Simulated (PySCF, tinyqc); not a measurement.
CISD on RHF in the sto-6g basis, frozen core, for OH-, spin multiplicity 1, step by step. The basis has no diffuse functions, so it cannot describe the extra electron: this is an exercise in the method, not the real anion. The lowest restricted solution is unstable here: a spin-polarised one lies 0.0377 hartree lower (PySCF). One step of it, computed by the program tinyqc.

Question. CISD: determinants and Hamiltonian. Slater-Condon rules over spin orbitals, with the nuclear repulsion and the energy of the frozen orbital added and E(HF) subtracted on the diagonal. Only determinants linked to the reference directly or through others are kept (one block of an abelian symmetry group), so some states are absent.

one-electron integrals dressed by the frozen orbital, h + 2 (pq|11) - (p1|1q) (hartree), order 2, 3, 4, 5, 6:
```
[[-5.066320, 0.000000, 0.000000, 0.148564, -0.145373],
 [0.000000, -4.528562, 0.000000, 0.000000, 0.000000],
 [0.000000, 0.000000, -4.528562, 0.000000, 0.000000],
 [0.148564, 0.000000, 0.000000, -2.577809, -0.973191],
 [-0.145373, 0.000000, 0.000000, -0.973191, -4.071615]]
```

energy of the frozen orbital, 2 h_11 + (11|11) = -59.62061941 hartree

Two-electron integrals over orbitals (pq|rs), unique and non-zero (hartree); the lowest 1 orbital is frozen and left out:
```
(22|22) 0.791347    (32|32) 0.171253    (33|22) 0.802229    (33|33) 0.880663
(42|42) 0.171253    (43|43) 0.047461    (44|22) 0.802229    (44|33) 0.785741
(44|44) 0.880663    (52|22) -0.042609   (52|33) -0.040307   (52|44) -0.040307
(52|52) 0.038505    (53|32) -0.012307   (53|53) 0.009147    (54|42) -0.012307
(54|54) 0.009147    (55|22) 0.366627    (55|33) 0.358999    (55|44) 0.358999
(55|52) 0.030656    (55|55) 0.625415    (62|22) 0.010236    (62|33) 0.020447
(62|44) 0.020447    (62|52) 0.065642    (62|55) 0.019440    (62|62) 0.139297
(63|32) 0.009984    (63|53) 0.017151    (63|63) 0.040137    (64|42) 0.009984
(64|54) 0.017151    (64|64) 0.040137    (65|22) 0.201725    (65|33) 0.196518
(65|44) 0.196518    (65|52) -0.034434   (65|55) -0.116385   (65|62) -0.006880
(65|65) 0.163654    (66|22) 0.710453    (66|33) 0.697203    (66|44) 0.697203
(66|52) -0.016253   (66|55) 0.449159    (66|62) 0.033098    (66|65) 0.148470
(66|66) 0.714137
```

nuclear repulsion = 2.18894400 hartree

Hartree-Fock energy = -74.65032786 hartree

Give: determinants; H - E(HF) between determinants.

Answer.

Occupation strings over the orbitals (2 doubly, a alpha, b beta, 0 empty; spin orbitals ordered 1a 1b 2a 2b ...): 222220 2222ab 2a222b 2222ba 2b222a 222202 2a22b2 222022 220222 2b22a2 202222

H - E(HF) between determinants (hartree), order 222220, 2222ab, 2a222b, 2222ba, 2b222a, 222202, 2a22b2, 222022, 220222, 2b22a2, 202222:
```
[[0.0000, 0.0000, 0.0000, 0.0000, 0.0000, 0.1637, 0.0069, 0.0401, 0.0401, -0.0069, 0.1393],
 [0.0000, 0.2076, 0.0094, -0.1637, 0.0069, 0.2649, -0.0344, -0.0172, -0.0172, 0.0137, -0.0656],
 [0.0000, 0.0094, 0.7959, 0.0069, -0.1393, 0.0344, 0.0533, -0.0100, -0.0100, -0.0656, 0.0229],
 [0.0000, -0.1637, 0.0069, 0.2076, 0.0094, -0.2649, 0.0137, 0.0172, 0.0172, -0.0344, 0.0656],
 [0.0000, 0.0069, -0.1393, 0.0094, 0.7959, -0.0344, -0.0656, 0.0100, 0.0100, 0.0533, -0.0229],
 [0.1637, 0.2649, 0.0344, -0.2649, -0.0344, 0.8565, -0.0563, 0.0091, 0.0091, 0.0563, 0.0385],
 [0.0069, -0.0344, 0.0533, 0.0137, -0.0656, -0.0563, 0.9246, 0.0123, 0.0123, -0.0385, 0.0170],
 [0.0401, -0.0172, -0.0100, 0.0172, 0.0100, 0.0091, 0.0123, 0.1563, 0.0475, -0.0123, 0.1713],
 [0.0401, -0.0172, -0.0100, 0.0172, 0.0100, 0.0091, 0.0123, 0.0475, 0.1563, -0.0123, 0.1713],
 [-0.0069, 0.0137, -0.0656, -0.0344, 0.0533, 0.0563, -0.0385, -0.0123, -0.0123, 0.9246, -0.0170],
 [0.1393, -0.0656, 0.0229, 0.0656, -0.0229, 0.0385, 0.0170, 0.1713, 0.1713, -0.0170, 1.6763]]
```
